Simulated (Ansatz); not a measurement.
**Molecular dynamics, step by step**

CH₂NO (SMILES [NH]C=O), doublet, PBE0-D4/def2-SVP (Ansatz 0.2.0). Settings (timestep in fs, temperature in K; T counts 9 degrees of freedom):

```yaml
hamiltonian: {xc: pbe0, dispersion: d4}
md: {n_steps: 80, timestep: 1.0, temperature: 500, ensemble: nve, seed: 4, initial_velocities: maxwell_boltzmann}
```

Start (the SMILES describes the start alone):

```
atom    x (Å)    y (Å)    z (Å)
  N1  -0.6922   0.5213  -0.3105
  C2   0.3782   0.0472   0.2294
  O3   0.5687  -1.1711   0.1215
  H4  -1.3079  -0.1283  -0.7873
  H5   1.0532   0.7309   0.7469
```

```tsv
step	time (fs)	potential energy less the start (meV)	kinetic energy (meV)	T (K)
0	0.00	0.0	193.9	500
5	5.00	-110.1	293.9	758
10	10.00	-97.0	280.6	724
15	15.00	-22.9	207.9	536
20	20.00	-89.0	273.1	704
25	25.00	16.4	169.4	437
30	30.00	20.6	165.7	427
35	35.00	-51.3	236.5	610
40	40.00	35.5	150.5	388
45	45.00	61.9	124.1	320
50	50.00	-57.6	241.7	623
55	55.00	-33.4	217.6	561
60	60.00	23.8	160.1	413
65	65.00	20.1	164.4	424
70	70.00	-45.1	228.3	589
75	75.00	24.1	159.8	412
80	80.00	92.8	91.5	236
```

Step 35, positions (Å) and forces (eV/Å):

```csv
atom,x,y,z,Fx,Fy,Fz
N1,-0.695,0.591,-0.389,-2.557,0.438,-0.751
C2,0.289,-0.062,0.233,0.796,0.243,0.852
O3,0.677,-1.186,0.134,0.157,-0.783,-0.141
H4,-1.682,0.452,-0.033,1.221,0.094,-0.314
H5,0.805,0.722,0.851,0.383,0.007,0.354
```

Step 55, positions (Å) and forces (eV/Å):

| atom | x | y | z | Fx | Fy | Fz |
| --- | --- | --- | --- | --- | --- | --- |
| N1 | -0.744 | 0.576 | -0.438 | 0.532 | -0.178 | 0.638 |
| C2 | 0.312 | -0.068 | 0.255 | -1.870 | 0.770 | 1.021 |
| O3 | 0.698 | -1.190 | 0.128 | 0.244 | -0.227 | -0.638 |
| H4 | -1.496 | 0.923 | 0.217 | 0.870 | -0.510 | -0.485 |
| H5 | 0.685 | 0.584 | 1.107 | 0.224 | 0.145 | -0.536 |

Step 70, positions (Å) and forces (eV/Å):

```
atom       x       y       z      Fx      Fy      Fz
  N1  -0.708   0.504  -0.443  -0.844   0.686   0.169
  C2   0.263  -0.048   0.317   0.979  -0.446  -0.771
  O3   0.681  -1.156   0.089   0.273  -0.790   0.294
  H4  -1.205   1.116   0.219  -0.465   0.278  -0.284
  H5   0.752   0.617   1.050   0.056   0.271   0.592
```

Last step (80):

```json
{"atom": "N1", "x (Å)": "-0.7389", "y (Å)": "0.5111", "z (Å)": "-0.4447"}
{"atom": "C2", "x (Å)": "0.2870", "y (Å)": "-0.0595", "z (Å)": "0.3681"}
{"atom": "O3", "x (Å)": "0.6908", "y (Å)": "-1.1648", "z (Å)": "0.0710"}
{"atom": "H4", "x (Å)": "-1.2885", "y (Å)": "1.3109", "z (Å)": "-0.0879"}
{"atom": "H5", "x (Å)": "0.8321", "y (Å)": "0.6042", "z (Å)": "1.0592"}
```

Hardware: 2 CPU threads of an Arm Neoverse V1, shared host. Wall time about 79 s.
